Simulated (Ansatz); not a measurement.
Question: Name a neutral molecule of C, F, N, S and H with HOMO–LUMO gap (PBE0/def2-TZVPP) between 7.25 and 7.55 eV and LUMO energy (PBE0/def2-TZVPP) between 0.25 and 0.55 eV (Ansatz, PBE0-D4/def2-TZVP geometry).

Answer: `CC(N)(F)S` (7.51 eV, 0.34 eV). Other molecules can fit too; these were computed, each in one conformer that needn't be the lowest.
